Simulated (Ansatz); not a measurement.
Results of r²SCAN0 (Ansatz, a first-principles code, plane waves, PAW) for bcc Rb.

Numerical settings: plane-wave cutoff 520 eV, 8×8×8 k mesh, Fermi–Dirac smearing 0.05 eV, scalar-relativistic PAW data made under PBE.

Pressure at four volumes; x = ln(V/96.090 Å³). One pressure is withheld.

```csv
V (Å³/atom),x,P (GPa)
91.286,-0.0513,?
93.688,-0.0253,0.068
96.090,0.0000,-0.002
100.895,0.0488,-0.119
```

Task: Pass a parabola P(x) through the three rows shown, estimate the bulk modulus and its pressure derivative near zero pressure, and predict the withheld pressure.

Result: Slopes between the rows: (-0.002 − (0.068))/(0.0000 − (-0.0253)) = -2.77 and (-0.119 − (-0.002))/(0.0488 − (0.0000)) = -2.40 GPa. Their difference over the span 0.0741 is c = 0.37/0.0741 = 5.0 GPa, so P(x) = 0.068 + (-2.77)(x − (-0.0253)) + 5.0 (x − (-0.0253))(x − (0.0000)). At the middle row B = −dP/dx = −[-2.77 + 5.0 × 0.0253] = 2.6 GPa, and B′ = dB/dP = 2c/B = 3.8. At x = -0.0513 the parabola gives 0.147 GPa; the run gives 0.147 GPa. The Birch–Murnaghan fit to the energies at all volumes has B0 = 2.63 GPa and B′ = 3.7.

Measured, for comparison: bulk modulus 2.92 GPa (corrected for temperature and zero-point phonon effects, our sources range from 2.92 to 3.60; as tabulated in Levämäki et al. (2014), arXiv:1402.3671). Computed (rounded) less measured: bulk modulus not scored (sources differ).
